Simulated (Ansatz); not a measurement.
A calculation with Ansatz (development build ahead of 0.2.0).

```yaml
crystal:
  periodic: [false, false, false]
  atoms:
    - { symbol: C, position_ang: [1.21202, 0.0399, -0.02895] }
    - { symbol: C, position_ang: [0.33951, 1.10835, 0.01102] }
    - { symbol: C, position_ang: [-1.00035, 0.66579, -0.00741] }
    - { symbol: C, position_ang: [-1.00269, -0.7101, 0.04072] }
    - { symbol: C, position_ang: [0.38015, -1.15364, 0.04852] }
    - { symbol: H, position_ang: [2.33322, -0.01737, -0.02518] }
    - { symbol: H, position_ang: [0.67167, 2.19506, -0.03059] }
    - { symbol: H, position_ang: [-1.86573, 1.31464, 0.03567] }
    - { symbol: H, position_ang: [-1.90098, -1.35766, 0.01877] }
    - { symbol: H, position_ang: [0.69935, -2.171, 0.04799] }
basis:
  gaussian: { orbitals: def2-SVP }
total_charge: -1
hamiltonian:
  xc: hf
correlation:
  method: mp2
  frozen_orbitals: { C: 1, H: 0 }
```

The input is written out in the form of the current development build from the run's settings.

Output:

```yaml
Converged: yes
Reference_energy: -192.04372 hartree
Correlation_energy: -0.67793 hartree
Total_energy: -192.72165 hartree
Spin_squared_of_the_determinant: 0.000
```

Caution: no diffuse functions for an anion.
